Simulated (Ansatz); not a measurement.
Consider the substitution at a C–C bond: `CC(O)(F)C=N` + CH₃OH → `COC(C)(O)F` + `C=N`.

Computed with Ansatz on PBE0-D4/def2-TZVP structures; ΔE is electronic, products minus reactants. CCSD(T)/CBS is the MP2 limit (def2-TZVPP, def2-QZVPP) plus CCSD(T) − MP2 in def2-TZVPP, frozen cores. This one scheme is used for every species. DFT in def2-TZVPP. One conformer a species, not always the lowest.

| level | ΔE (eV) |
| --- | --- |
| PBE-D4 | 0.09 |
| r2SCAN-D4 | 0.03 |
| ωB97X-V | 0.00 |
| B2PLYP | 0.04 |
| r2SCAN | 0.03 |
| PBE0 | 0.07 |
| HF/def2-QZVPP | -0.06 |
| MP2/def2-QZVPP | 0.08 |

Q: What does CCSD(T)/CBS give? (Best estimate.)

A: The calculation gave: +0.06 eV. The listed levels differ from it by 0.03, -0.03, -0.06, -0.02, -0.03, 0.01, -0.12, 0.02 eV.

Largest T1 diagnostic among the species: 0.012.

In def2-TZVPP, CCSD(T) changes the Hartree–Fock value by +0.08 eV (the triples alone add +0.01 eV) and MP2 by +0.12 eV.
